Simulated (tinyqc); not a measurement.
Inside a calculation. Method: ROHF in the sto-3g basis, for NH3+, spin multiplicity 2. One step of it, computed by the program tinyqc.

Question. Orthogonalisation. S = U s U^T; canonical form X = U s^(-1/2), so that X^T S X = 1. Each column of U has its largest component positive (the first on a tie).

overlap S, order 1N 1s, 1N 2s, 1N 2px, 1N 2py, 1N 2pz, 2H 1s, 3H 1s, 4H 1s:
$$\begin{pmatrix}
1.000000 & 0.235038 & 0.000000 & 0.000000 & 0.000000 & 0.031882 & 0.031908 & 0.031908 \\
0.235038 & 1.000000 & 0.000000 & 0.000000 & 0.000000 & 0.348044 & 0.348226 & 0.348226 \\
0.000000 & 0.000000 & 1.000000 & 0.000000 & 0.000000 & 0.337458 & -0.168710 & -0.168710 \\
0.000000 & 0.000000 & 0.000000 & 1.000000 & 0.000000 & 0.000000 & 0.292413 & -0.292413 \\
0.000000 & 0.000000 & 0.000000 & 0.000000 & 1.000000 & -0.056019 & -0.056057 & -0.056057 \\
0.031882 & 0.348044 & 0.337458 & 0.000000 & -0.056019 & 1.000000 & 0.089639 & 0.089639 \\
0.031908 & 0.348226 & -0.168710 & 0.292413 & -0.056057 & 0.089639 & 1.000000 & 0.089602 \\
0.031908 & 0.348226 & -0.168710 & -0.292413 & -0.056057 & 0.089639 & 0.089602 & 1.000000
\end{pmatrix}$$

Give: eigenvalues of S; X.

Answer.

eigenvalues of S: [0.436, 0.539, 0.539, 0.957, 1.029, 1.371, 1.371, 1.758]

X, order 1N 1s, 1N 2s, 1N 2px, 1N 2py, 1N 2pz, 2H 1s, 3H 1s, 4H 1s:
$$\begin{pmatrix}
-0.384 & 0.000 & 0.000 & 0.738 & 0.584 & 0.000 & 0.000 & 0.191 \\
1.136 & 0.000 & 0.001 & -0.067 & 0.123 & 0.000 & 0.000 & 0.488 \\
-0.001 & 0.000 & 0.909 & 0.000 & 0.000 & 0.636 & 0.000 & 0.000 \\
0.000 & 0.910 & 0.000 & 0.000 & 0.000 & 0.000 & 0.636 & 0.000 \\
-0.157 & 0.000 & 0.000 & -0.644 & 0.753 & 0.000 & 0.000 & -0.069 \\
-0.526 & 0.000 & -0.828 & -0.163 & -0.128 & 0.466 & 0.000 & 0.311 \\
-0.528 & -0.717 & 0.413 & -0.163 & -0.128 & -0.233 & 0.403 & 0.311 \\
-0.528 & 0.717 & 0.413 & -0.163 & -0.128 & -0.233 & -0.403 & 0.311
\end{pmatrix}$$
